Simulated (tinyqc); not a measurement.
Worked calculation: Pariser-Parr-Pople SCF with singles CI, for the molecule C=CC(=C)N (SMILES; centres numbered as the heavy atoms are written). One step of it, computed by the program tinyqc.

Task: Singles CI, triplets. Over the 6 single excitations with the smallest orbital gaps: A = (e_a - e_i) delta - (ij|ab), with (pq|rs) = sum c_mp c_mq gamma_mn c_nr c_ns.

orbital energies (eV): [-13.122513, -10.376998, -8.425822, -1.457890, 1.437600]

coefficients, order 1C, 2C, 3C, 4C, 5N:
```
[[0.252834, 0.591610, -0.310669, 0.619779, 0.324701],
 [0.436468, 0.540293, -0.121364, -0.482260, -0.519880],
 [0.626450, -0.113037, 0.319651, -0.315805, 0.626796],
 [0.313351, -0.062436, 0.686152, 0.497645, -0.423626],
 [0.504918, -0.584299, -0.561938, 0.189514, -0.227953]]
```

repulsion gamma_rs (eV), order 1C, 2C, 3C, 4C, 5N:
```
[[11.130000, 5.344569, 3.872154, 2.881359, 3.758486],
 [5.344569, 11.130000, 5.346287, 3.873196, 4.166833],
 [3.872154, 5.346287, 11.130000, 5.346287, 5.923040],
 [2.881359, 3.873196, 5.346287, 11.130000, 4.166833],
 [3.758486, 4.166833, 5.923040, 4.166833, 16.800000]]
```

Give: triplet CI matrix; triplet excitation energies.

Result:

triplet CI matrix (eV), order 3>4, 2>4, 3>5, 1>4, 2>5, 1>5:
```
[[1.645, 0.558, 1.191, -0.068, 0.675, 0.711],
 [0.558, 3.048, 0.675, -0.636, -0.884, -1.164],
 [1.191, 0.675, 4.138, 0.711, 0.041, -0.437],
 [-0.068, -0.636, 0.711, 6.208, -1.164, 0.548],
 [0.675, -0.884, 0.041, -1.164, 6.209, -0.023],
 [0.711, -1.164, -0.437, 0.548, -0.023, 8.104]]
```

triplet excitation energies (eV): [0.851, 2.189, 4.732, 5.531, 7.432, 8.616]
